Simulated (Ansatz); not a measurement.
# Ge–CH2, singlet in cc-pVDZ: errors against RCCSDTQ

Geometry: that of the Ge–CH2, triplet, kept fixed.

```yaml
atoms:
  - { symbol: Ge, position_ang: [0.0000, 0.0000, 0.3308] }
  - { symbol: C, position_ang: [0.0000, 0.0000, -1.6265] }
  - { symbol: H, position_ang: [0.0000, 0.9089, -2.2295] }
  - { symbol: H, position_ang: [0.0000, -0.9089, -2.2295] }
```

Basis cc-pVDZ; Ansatz 0.2.0. Correlated methods freeze the noble-gas cores and the filled d shells of p-block atoms, which leaves 10 electrons in 36 orbitals. Prefix R: restricted or restricted open-shell reference; prefix U: unrestricted. Active spaces: valence = (10e, 10o) chosen from the atoms' valence shells. No spin–orbit coupling is included, and no scalar relativity.

Full CI isn't at hand for all of this; RCCSDTQ serves as the reference, and is uncertain by about the last step of the cluster series. The frozen core follows each run's orbitals, which can shift R against U totals by a few meV for light atoms and by up to 0.1 eV past Ca.

The UHF ⟨S²⟩ is 0.665 and the T1 diagnostic (RCCSD) is 0.0182. The largest doubles amplitude (RCCSD) is 0.200.

| level | E − E(RHF) (eV) |
| --- | --- |
| RMP2 | -5.9771 |
| RCCSD | -6.7281 |
| RCCSD(T) | -7.0331 |

Q: Estimate how far RCCSDTQ in cc-pVDZ lies from RCCSD(T). The table doesn't fix it; the size of (T) and the diagnostics are the guide.

A: RCCSDTQ in cc-pVDZ lies 5.1 kJ/mol below RCCSD(T), which is 17 % of the (T) step (-29.4 kJ/mol). A doubles amplitude is large, RHF is unstable towards spin polarisation, but (T) still catches most of what CCSD lacks. The miss exceeds 1 kcal/mol.

The other levels:

```tsv
level	E − E(RCCSDTQ) (kJ/mol)	share of correlation (%)	wall time
CISD	93.7	86.30	1.1 s
BCCD(T)	5.1	99.26	1.3 s
RCCSDT	2.8	99.59	–
RCCSDT(Q)	-0.2	100.03	4 s
CASSCF (valence space)	348.6	49.01	–
NEVPT2 (valence space)	86.7	87.32	6.5 s
MRCISD (valence space)	22.8	96.67	–
MRCISD+Q (valence space)	2.7	99.61	11 s (H100)
```

The correlation energy at RCCSDTQ, counted from RHF, is -7.086 eV. That run took 9 s on 2 threads of AMD EPYC 7R13 with a shared H100 80 GB, shared host.

Run but not shown, since their state or frozen core can't be matched to the reference's or they repeat it: UHF, UMP2, UCCSD, UCCSD(T), UCCSDT, UCCSDT(Q).

Times hold each run's SCF and search for its determinant on a shared host, so for small cases they say little of a method's own cost; rows without a card ran on 1 thread of AMD EPYC 7R13.

Natural occupations of CASSCF (valence space) about the gap: 1.981 1.975 1.972 1.936 1.876 0.127 0.052 0.037 0.022 0.021; effectively unpaired electrons, Σ n²(2−n)², 0.15.
